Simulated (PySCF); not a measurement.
NICS in isomers of C4H5OP.

NICS is the negative of the GIAO shielding at a point without a nucleus: at the ring centre (0) and 1 Å above and below it (1); zz is the component along the ring normal. Level: GIAO PBE0/pcSseg-1 (PySCF, non-relativistic, gas phase) on the GFN2-xTB geometries, one conformer each. Atom numbers follow the mapped SMILES.

Question: Order these rings by mean NICS(1)zz, lowest (most negative) first (ppm).
A. ring C2–O3–C4–C5–P6 in `[CH3:1][c:2]1[o:3][cH:4][cH:5][p:6]1`
B. ring C4–C5–C6 in `[O:1]=[C:2]=[P:3][CH:4]1[CH2:5][CH2:6]1`
C. ring C2–C3–C4–O5–C6 in `[PH2:1][c:2]1[cH:3][cH:4][o:5][cH:6]1`

Answer: C (-26.6), A (-25.5), B (-22.9).

| SMILES | ring | NICS(0) | NICS(1) | NICS(1)zz | HOMA | rms pucker (Å) | ring atoms with four or more neighbours |
| --- | --- | --- | --- | --- | --- | --- | --- |
| Pc1ccoc1 | 5-membered ring with O; formal bonds all aromatic | -11.7 | -10.4 | -26.6 | 0.48 | 0.00 | 0 |
| Cc1occp1 | 5-membered ring with O and P; formal bonds all aromatic | -11.3 | -10.7 | -25.5 | 0.46 | 0.00 | 0 |
| O=C=PC1CC1 | 3-membered carbocycle; formal bonds all single | -44.5 | -8.5 | -22.9 | – | 0.00 | 3 |

NICS(0) gives another order. The isotropic NICS(1) gives another order. HOMA uses Krygowski's 1993 parameters; it is left out where a ring has a four-coordinate atom, a triple bond, no multiple bond or a kind of bond without parameters. NICS(1) and NICS(1)zz are means over the two faces.
